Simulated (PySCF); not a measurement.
**Sulfur: a sound run and one with changed settings**

Sound run: S [Ne] 3s2 3p4, S⁺ [Ne] 3s2 3p3. Calculation: PySCF 2.14, in def2-SVP; the non-relativistic Hamiltonian (point nucleus). The sound run starts from symmetry-adapted Hartree-Fock orbitals and uses a fine grid where one is needed.

Changed run: radial step 1.2 in ln r (0.13 in the sound run). This setting is unsound on purpose.

| species | method | sound run (hartree) | changed run (hartree) | converged |
| --- | --- | --- | --- | --- |
| S | UHF | -397.36640 | -397.36640 | yes |
| S | BP86 | -398.01325 | -397.41099 | yes |
| S | B3LYP | -397.99516 | -397.43197 | yes |
| S⁺ | UHF | -397.02866 | -397.02866 | yes |
| S⁺ | BP86 | -397.62644 | -397.01367 | yes |
| S⁺ | B3LYP | -397.61142 | -397.04772 | yes |

Ionisation energy of S:

```
method  sound run (eV)  changed run (eV)
   UHF           9.190             9.190
  BP86          10.526            10.812
 B3LYP          10.442            10.456
```

A coarse radial grid mis-integrates the density and the exchange-correlation energy, with errors of either sign; Hartree-Fock needs no grid.

For comparison, NIST gives 10.360 eV between the lowest levels.
